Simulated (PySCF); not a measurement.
Species: 1-pentanethiol, C5H12S.
Atom-mapped SMILES: `[CH3:1][CH2:2][CH2:3][CH2:4][CH2:5][SH:6]` (hydrogens: H7, H8, H9 on C1; H10, H11 on C2; H12, H13 on C3; H14, H15 on C4; H16, H17 on C5; H18 on S6)

Level of theory: PBE0-D3(BJ)/def2-SVP geometry optimisation, gas phase (PySCF).

Q: Give the optimised bond lengths and angles.

A: 
```tsv
bond	length (bohr)
C1–C2	2.872
C2–C3	2.878
C3–C4	2.878
C4–C5	2.870
C5–S6	3.437
C1–H7, C1–H8, C1–H9	2.082
C2–H10, C2–H11	2.087
C3–H12, C3–H13	2.089
C4–H14, C4–H15	2.086
C5–H16, C5–H17	2.082
S6–H18	2.553
```

Bonds in one row agree within 0.02 bohr and their mean is given. A selection of angles:
```tsv
angle	degrees
C2–C1–H7	111.7
H7–C1–H8	107.6
C1–C2–C3	113.4
C1–C2–H10	109.7
C3–C2–H10	109.1
H10–C2–H11	105.6
C2–C3–C4	113.5
C2–C3–H12	109.3
C4–C3–H12	109.5
H12–C3–H13	105.6
C3–C4–C5	113.0
C3–C4–H14	110.2
C5–C4–H14	109.0
H14–C4–H15	105.8
C4–C5–S6	114.6
C4–C5–H16	110.5
C4–C5–H17	111.2
S6–C5–H16	104.2
S6–C5–H17	109.5
H16–C5–H17	106.4
C5–S6–H18	96.5
```

Torsions: C1–C2–C3–C4 180° (antiperiplanar); C2–C3–C4–C5 179° (antiperiplanar); C3–C4–C5–S6 177° (antiperiplanar); H18–S6–C5–C4 63° (synclinal). The mirror-image conformer, all signs reversed, is as good.

The 6 heavy atoms lie in one plane (0.017 Å rms).

No PBE0-D3(BJ)/def2-SVP frequencies stand behind this structure, so it isn't proved a minimum. One conformer, not necessarily the lowest (C1–C2–C3–C4 180°, C2–C3–C4–C5 179°, C3–C4–C5–S6 177°, C4–C5–S6–H 63°).
